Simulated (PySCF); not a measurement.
Shieldings and the share of exact exchange

Molecule: `InChI=1S/C4H6N2/c1-6-4-2-3-5-6/h2-4H,1H3`.

Structure with atom numbers: `[CH3:1][n:2]1[cH:3][cH:4][cH:5][n:6]1`. Each H is labelled by its parent atom.

GIAO shieldings (ppm, equivalent atoms averaged) in PySCF 2.14.0 with density-fitted response routines on the PBE0-D3(BJ)/def2-SVP geometry, basis pcSseg-2, gas phase, non-relativistic:

| functional | exact exchange (%) | σ(C4) | σ(C1) |
| --- | --- | --- | --- |
| BLYP | 0 | 63.3 | 133.8 |
| BP86 | 0 | 67.5 | 137.9 |
| PBE | 0 | 67.5 | 138.3 |
| B3LYP | 20 | 66.3 | 138.4 |
| PBE0 | 25 | 71.2 | 143.6 |
| BHandHLYP | 50 | 71.0 | 144.4 |
| HF | 100 | 82.4 | 153.4 |

Q: Fit each shielding as a line in the percentage of exact exchange.

A: σ(C4) = 65.5 + 0.16 x (rms 2.0 ppm); σ(C1) = 136.8 + 0.17 x (rms 1.8 ppm). The functionals also differ in their semilocal parts, which the line can't hold; Hartree–Fock has no correlation at all.

Q: What does the line predict for mPW1PW91 (25 %), and what does the run give?

A: σ(C4): 69.5 predicted, 70.3 computed; σ(C1): 141.1 predicted, 142.9 computed ppm.
